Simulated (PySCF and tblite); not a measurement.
Results of a calculation; reference values are marked as such.
System: C3H3FN2, numbered as in [F:1][c:2]1[cH:3][n:4][nH:5][cH:6]1.

Motion: shift of H on N5 from N5 to N4. GFN2-xTB gives an electronic barrier of 45.7 kcal/mol.

Tunnelling of the moving H, left out here, will speed the real process. In real samples such hydrogens mostly exchange between molecules or through solvent, far faster than by this path.

Q: What does PBE0/pcSseg-1 + D3(BJ) give on B3LYP-D3(BJ)/def2-SVP geometries?

A: A barrier of 49.6 kcal/mol, 3.9 above the tight-binding barrier (from unrounded values) and, with GFN2-xTB thermal terms, ΔG‡(298 K) = 45.6 kcal/mol and k = 4.9×10⁻²¹ s⁻¹ (2 equivalent paths).

Q: And the level of the geometries itself, B3LYP-D3(BJ)/def2-SVP?

A: 50.8 kcal/mol.

Programs: tblite and PySCF.
